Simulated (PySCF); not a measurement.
## S3: adding exact exchange

Base calculation in PySCF with density fitting and no spin–orbit coupling, PBE/def2-TZVP (no relativity): singlet, C2v, S–S 1.934 Å (×2); S–S–S 118.5°; wavenumbers 255, 583, 669 cm⁻¹; dipole moment 0.47 D, gap between the highest occupied and lowest empty levels 1.39 eV, polar-tensor charge of S 0.63 e, atomisation energy (no zero-point energy) 774 kJ/mol.

**Question.** What changes on going to PBE0/def2-TZVP (no relativity)?

**Answer.** The point group stays the same. Changes: mean bond to S -0.029 Å, highest wavenumber +62 cm⁻¹, lowest wavenumber +16 cm⁻¹, dipole moment +0.03 D, gap between the highest occupied and lowest empty levels +1.88 eV, polar-tensor charge of S +0.06 e, atomisation energy (no zero-point energy) -80 kJ/mol. The new structure has S–S 1.905 Å (×2); S–S–S 118.1°, with wavenumbers 271, 630, 731 cm⁻¹. Exact exchange shortens and stiffens the bonds and opens the gap, the usual pattern.

The structures come from searches over a few start shapes, so lower isomers are not excluded.
